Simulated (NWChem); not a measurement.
System: methanol (CH4O); SMILES CO

Input file for NWChem:

```
start job
memory heap 200 mb stack 900 mb global 1100 mb
geometry units angstroms noautosym nocenter noautoz
  C     -0.008646    -0.653372     0.000000
  O     -0.088605     0.753386     0.000000
  H      0.498838    -1.043144    -0.891172
  H     -1.031349    -1.031536     0.000000
  H      0.498838    -1.043144     0.891172
  H      0.802500     1.108225     0.000000
end
basis spherical
  * library 6-31g*
end
dft
  xc hfexch
  iterations 150
  mulliken
end
task dft energy
esp
  recalculate
  probe 0.07
  range 0.3
  factor 1.0
  spacing 0.02
end
task esp
```

NWChem printed, in part:

```
             Northwest Computational Chemistry Package (NWChem) 7.3.0
             --------------------------------------------------------

                             Geometry "geometry" -> ""
                             -------------------------

 Output coordinates in angstroms (scale by  1.889725989 to convert to a.u.)

  No.       Tag          Charge          X              Y              Z
 ---- ---------------- ---------- -------------- -------------- --------------
    1 C                    6.0000    -0.00864600    -0.65337200     0.00000000
    2 O                    8.0000    -0.08860500     0.75338600     0.00000000
    3 H                    1.0000     0.49883800    -1.04314400    -0.89117200
    4 H                    1.0000    -1.03134900    -1.03153600     0.00000000
    5 H                    1.0000     0.49883800    -1.04314400     0.89117200
    6 H                    1.0000     0.80250000     1.10822500     0.00000000

 Effective nuclear repulsion energy (a.u.)      40.4597096426

  xc_inp: hfexch multiplicative factor not found.

                                 NWChem DFT Module
                                 -----------------

 Summary of "ao basis" -> "ao basis" (spherical)
 ------------------------------------------------------------------------------
       Tag                 Description            Shells   Functions and Types
 ---------------- ------------------------------  ------  ---------------------
 C                           6-31g*                  6       14   3s2p1d
 O                           6-31g*                  6       14   3s2p1d
 H                           6-31g*                  2        2   2s

            General Information
            -------------------
          SCF calculation type: DFT
          Wavefunction type:  closed shell.
          No. of atoms     :     6
          No. of electrons :    18
           Alpha electrons :     9
            Beta electrons :     9
          Charge           :     0
          Spin multiplicity:     1
          Use of symmetry is: off; symmetry adaption is: off
          Maximum number of iterations: 150
          AO basis - number of functions:    36
                     number of shells:    20
          Convergence on energy requested:  1.00D-06
          Convergence on density requested:  1.00D-05
          Convergence on gradient requested:  5.00D-04

              XC Information
              --------------
                     Hartree-Fock (Exact) Exchange  1.000

      Superposition of Atomic Density Guess
      -------------------------------------

 Sum of atomic energies:        -114.40753654

      Non-variational initial energy
      ------------------------------

 Total energy =    -115.303558
 1-e energy   =    -235.195994
 2-e energy   =      79.432727
 HOMO         =      -0.366054
 LUMO         =       0.127286

     ---------------------------------------------
      Total Density - Mulliken Population Analysis
     ---------------------------------------------

    Atom       Charge   Shell Charges
 -----------   ------   -------------------------------------------------------
    1 C    6     6.24   2.00  0.70  1.86  0.63  1.00  0.06
    2 O    8     8.87   2.00  0.93  3.07  0.91  1.94  0.02
    3 H    1     0.81   0.48  0.33
    4 H    1     0.80   0.48  0.32
    5 H    1     0.81   0.48  0.33
    6 H    1     0.47   0.37  0.10

   convergence    iter        energy       DeltaE   RMS-Dens  Diis-err
 ---------------- ----- ----------------- --------- --------- ---------
 d= 0,ls=0.0,diis     1   -114.9971006854 -1.55D+02  9.50D-03  3.14D-01
 d= 0,ls=0.0,diis     2   -115.0266037058 -2.95D-02  3.78D-03  7.47D-02
 d= 0,ls=0.0,diis     3   -115.0333782251 -6.77D-03  8.28D-04  2.91D-03
 d= 0,ls=0.0,diis     4   -115.0337574406 -3.79D-04  1.88D-04  5.58D-05
 d= 0,ls=0.0,diis     5   -115.0337679754 -1.05D-05  5.39D-05  2.85D-06
 d= 0,ls=0.0,diis     6   -115.0337686852 -7.10D-07  1.48D-05  2.97D-07
 d= 0,ls=0.0,diis     7   -115.0337687435 -5.82D-08  4.35D-06  1.39D-08

         Total DFT energy =     -115.033768743463
      One electron energy =     -237.110615536062
           Coulomb energy =       96.473198407083
    Exchange-Corr. energy =      -14.856061257044
 Nuclear repulsion energy =       40.459709642561

[...]

                     NWChem Electrostatic Potential Fit Module
                     -----------------------------------------

 Atom parameters

 Number of atoms is                                    6
 Number of basis functions is                         36

 Grid parameters

 Maximum number of grid points is                  27740
 Number of grid points is                          27739
 Grid range                                     0.300000 nm
 Grid spacing                                   0.020000 nm
 Probe radius                                   0.070000 nm
 Atom radius factor                             1.000000

 Atomic radii

    1    0.100000
    6    0.147000
    8    0.136000
 FASTESP  F
  using M.O. file = ./job.movecs

    Atom              Coordinates                           Charge

                                                  ESP

    1 C    -0.000865   -0.065337    0.000000    0.359825
    2 O    -0.008861    0.075339    0.000000   -0.689288
    3 H     0.049884   -0.104314   -0.089117   -0.046483
    4 H    -0.103135   -0.103154    0.000000    0.013283
    5 H     0.049884   -0.104314    0.089117   -0.047281
    6 H     0.080250    0.110823    0.000000    0.409945
                                            ------------
                                               -0.000000

 Dipole moment                                  0.739730

 Quadrupole moment Qxx                         -0.092730
                   Qyy                          2.324855
                   Qzz                         -2.232125

 RMS deviation kJ/mol                           0.066526

 RRMS %                                        22.485117
```

Level: Hartree-Fock/6-31G* (spherical d). All runs use the structure optimised with PBE0-D3(BJ)/def2-TZVP.
